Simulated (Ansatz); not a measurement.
## Worked example: BH2(NH2) + SiH2(CH3)(NH2) → BH(NH2)2 + SiH3(CH3)

Gas-phase species: BH2(NH2), singlet; SiH2(CH3)(NH2), singlet; BH(NH2)2, singlet; SiH3(CH3) (methylsilane), singlet. The partners trade H for NH2: B–H and Si–NH2 bonds give way to B–NH2 and Si–H.

Shapes, held fixed at every level: PBE0-D4/def2-TZVP. Flexible molecules stand in one conformer, not always the lowest. Programs: Ansatz 0.2.0. The zero-point and thermal change to 298 K, harmonic and unscaled (PBE0-D4/def2-TZVP), is -0.3 kJ/mol.

At CCSD(T)/CBS estimate; 1 Eh = 2625.50 kJ/mol:

| species | energy (Eh) |
| --- | --- |
| BH2(NH2) | -81.934993 |
| SiH2(CH3)(NH2) | -386.082318 |
| BH(NH2)2 | -137.294211 |
| SiH3(CH3) | -330.739164 |

**Question.** Work out ΔH(298 K) of the reaction at this level.

**Answer.** 
1. Products less reactants: (-137.294211) + (-330.739164) − [(-81.934993) + (-386.082318)] = -0.016064 Eh = -42.2 kJ/mol.
2. With the thermal change: -42.2 + (-0.3) = -42.5 kJ/mol.

Other levels give -61.1 (CCSD/def2-SVP) to -44.9 kJ/mol (HF/def2-TZVPP). No measured value is set beside it here. The CBS estimate extrapolates MP2 from def2-TZVPP and def2-QZVPP and adds CCSD(T) − MP2 in the triple-zeta set, cores frozen. The median of the other correlated levels is -57.6 kJ/mol.
